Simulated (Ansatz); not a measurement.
# SiHF+ (quartet): from Hartree-Fock to the top rungs, def2-TZVPP

An exercise on one series of results from a longer session: the logs are not shown, and one member is left open.

Program: Ansatz 0.2.0, Gaussian basis. Level of theory: def2-TZVPP, core rule «outside noble gas», up to 6 orbitals frozen. These are calculated values, not measurements.

The runs, in order: UHF; ROHF; CCSD(T) on UHF.

2 further runs of the same task are left out: 2 set aside as unsound or not needed.

## What is computed

The geometry is a PBE0/def2-TZVP stationary point (not a proven minimum) of the parent state, kept for this charge and spin.

3 atoms, charge 1, spin multiplicity 4.

Atoms are counted from 1 here; the program's logs count them from 0.

Bond lengths: Si1–F2 1.606 Å, Si1–H3 1.493 Å. Angles: F2–Si1–H3 114.0°.

Set-up of the first run:

in.yaml reads:

```yaml
crystal:
  periodic: [false, false, false]
  atoms:
    - {symbol: Si, position_ang: [0.000000, -0.099697, 0.614355]}
    - {symbol: F, position_ang: [0.000000, 0.084478, -0.981128]}
    - {symbol: H, position_ang: [0.000000, 1.185681, 1.374490]}
basis:
  gaussian: {orbitals: def2-TZVPP}
total_charge: 1
magnetization: {spin_polarized: true, initial_magnetization: 3}
hamiltonian: {xc: hf}
output: {orbitals: {seedname: orbitals}}
```

On the command line:

```
$ ansatz run in.yaml --threads 1 --pin off --events-out ev --progress --plain --max-ram 4096MiB --backend cpu
```

Among the steps run: UHF; ROHF; CCSD(T) on UHF.

One table of the session follows, with a row left open; its other results are not shown here.

```
  method  from UCCSD(T) (meV)
    ROHF              +8682.7
     UHF              +8642.0
    UMP2               +516.1
   UCCSD                    ?
UCCSD(T)                    0
```

Q: Estimate the row for UCCSD from the others.

As computed: from UCCSD(T) (meV): +312.6. In the column «from UCCSD(T) (meV)» it lies between UCCSD(T) (0) and UMP2 (+516.1).
